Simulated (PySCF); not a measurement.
DMSO (C2H6OS), SMILES O=S(C)C.

Geometry: PBE0-D3(BJ)/def2-SVP.

Level of theory: PySCF with CAM-B3LYP/def2-TZVP.

Symmetry labels are those of the subgroup Cs that the program uses (full group Cs).

Q: List the valence orbital energies around the gap with their symmetry. (The exact figures need the calculation; the answer reports its results.)

A: 
```
orbital  symmetry  energy (eV)
-------  --------  -----------
HOMO−7         A"       -14.40
HOMO−6         A'       -14.39
HOMO−5         A"       -13.46
HOMO−4         A'       -12.77
HOMO−3         A"       -12.44
HOMO−2         A'       -11.50
HOMO−1         A"        -9.19
HOMO           A'        -8.06
LUMO           A'         1.80
LUMO+1         A"         1.91
LUMO+2         A'         2.16
LUMO+3         A'         2.92
```
